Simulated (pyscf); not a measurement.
Optimised with ωB97X-D3(BJ)/def2-SVP in PySCF.

Q: What is the homolytic dissociation enthalpy (298 K, ωB97M-D3(BJ)/def2-TZVP) of the H–N bond of H₂N–Zr(NH₂)(NH₂)–OH (SMILES [NH2][Zr]([NH2])([NH2])[OH]), to [HN–Zr(NH₂)(NH₂)–OH]• + H•?

A: H–N to [HN–Zr(NH₂)(NH₂)–OH]• + H•: 458.7 kJ/mol. The 7 functionals that were run give +438.1 (r²SCAN) to +459.4 kJ/mol (M06-2X). The radicals are drawn with the spin at the cut bond; how far it spreads was not checked. Other isomers of [HN–Zr(NH₂)(NH₂)–OH]• were not searched in full and may lie lower. Open-shell species with a d-block atom are single-reference here; other states, and whether the spin sits on metal or ligand, were not checked. Elements past Kr carry the def2 core potentials, without spin-orbit coupling.
